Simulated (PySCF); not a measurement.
Gas-phase reaction: AlCl2OH + 2 OH + F2 → Al(OH)3 + 2 ClF

Method: PySCF energies plus ideal-gas RRHO corrections (1 bar). † marks an energy on the PBE0/def2-TZVP geometry and frequencies; other levels use their own. CCSD(T) freezes the core. Open shells (unrestricted): OH (multiplicity 2, electronic degeneracy 4); the rest are closed-shell singlets. Spin-orbit splitting is ignored; it lowers the true energy and changes the entropy of OH. AlCl2OH, Al(OH)3: computed as isolated molecules; such fragments, hydroxides, amides, oligomers or adducts are transient or little studied in the gas. CCSD(T) isn't extrapolated to the basis-set limit; its ΔH°(298 K) is -352.1 kJ in def2-SVP and -421.6 kJ in def2-TZVPP. The harmonic model lacks anharmonicity and excited electronic states, which grow with temperature; levels with a mode under 35 cm⁻¹ are left out.

```tsv
level	ΔE electronic, kJ	ΔH°(298 K), kJ	ΔS°(298 K), J/K	ΔG°(1400 K), kJ
CCSD(T)/def2-TZVPP†	-437	-422	-154	-208
PBE/def2-SVP	-433	-418	-151	-209
PBE/def2-TZVP†	-472	-456	-154	-242
PBE0/def2-QZVP†	-445	-430	-154	-216
r2SCAN/def2-TZVP†	-426	-411	-154	-197
ωB97M-V/def2-TZVP†	-459	-444	-154	-230
ωB97X-V/def2-TZVP†	-447	-431	-154	-217
```
ΔH° is lowest at PBE/def2-TZVP† and highest at r2SCAN/def2-TZVP†. No reference value is set beside these.
